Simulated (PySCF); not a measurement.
Below is a simulated gas-phase C 1s photoelectron spectrum of `C#CC(O)(C)C` (2-methyl-3-butyn-2-ol).

Every computed line was given a Gaussian of 0.6 eV full width at half maximum and an area set by the number of equivalent atoms; the highest printed point is 100. Level of theory: delta-SCF UKS SCAN, pcX-2 on the ionised atom, pcseg-1 elsewhere, spin-free X2C in PySCF 2.14.0.

(binding energy (eV), intensity): (289.5, 0), (289.6, 1), (289.7, 2), (289.8, 4), (289.9, 9), (290.0, 17), (290.1, 29), (290.2, 43), (290.3, 59), (290.4, 76), (290.5, 91), (290.6, 100), (290.7, 100), (290.8, 89), (290.9, 69), (291.0, 47), (291.1, 28), (291.2, 14), (291.3, 6), (291.4, 2), (291.5, 1), (291.6, 0), (291.7, 0), (291.8, 0), (291.9, 0), (292.0, 0), (292.1, 0), (292.2, 0), (292.3, 1), (292.4, 3), (292.5, 6), (292.6, 11), (292.7, 18), (292.8, 25), (292.9, 30), (293.0, 31), (293.1, 27), (293.2, 20), (293.3, 13), (293.4, 7), (293.5, 3), (293.6, 1), (293.7, 0), (293.8, 0)

Q: How many maxima does the curve show, and how many computed lines lie under it?

A: The curve has 2 maxima (at 290.6 and 293.0 eV). Under it lie 4 lines from 4 inequivalent carbon sites. At this width some lines have no maximum of their own.

Q: Decompose the envelope and assign each component. Numbering: `[CH:1]#[C:2][C:3]([CH3:4])([CH3:5])[OH:6]`.

A: 
| position (eV) | relative area | line | atoms | environment |
| --- | --- | --- | --- | --- |
| 290.31 | 1 | C 1s | C1 | terminal alkyne carbon |
| 290.62 | 1 | C 1s | C2 | alkyne carbon |
| 290.74 | 2 | C 1s | C4/C5 | methyl carbon |
| 292.96 | 1 | C 1s | C3 | carbinol carbon (C–OH) |

Q: What are the centre and the root-mean-square width of the whole band?

A: The area-weighted mean of the lines is 291.07 eV. Their own spread about it is 0.96 eV (rms) and each Gaussian has σ = 0.6/2.355 = 0.25 eV; the variances add, which gives 0.99 eV.

The listed C 1s values span 2.65 eV, from C1 (bonded to C (triple bond) and H) to C3 (bonded to O and 3 C). Summing the Pauling electronegativity differences to the bonded atoms, each weighted by its formal bond order, gives -0.35 for the lowest site and +0.89 for the highest; no listed site has a larger sum than the highest. The smallest sum, -1.05, belongs to C4/C5, 0.43 eV above the lowest.

Shake-up satellites, vibrational structure and lifetime widths aren't simulated. Topologically equivalent atoms share the value of their first member; where this conformer doesn't relate them by symmetry, their own values could differ. Spin contamination (⟨S²⟩ against 0.75 for a pure doublet) is marked for C 1s of C2 (0.87), which makes this value less certain. The structure is a single PBE0-D3(BJ)/def2-SVP conformer in the gas phase; no vibrational or solvent corrections.

Time: 56 s of wall time. Hardware: one thread, x86-64 server, shared host.

Conformer computed: `[CH:1]#[C:2][C:3]([CH3:4])([CH3:5])[OH:6]`: H–O6–C3–C2 56°.
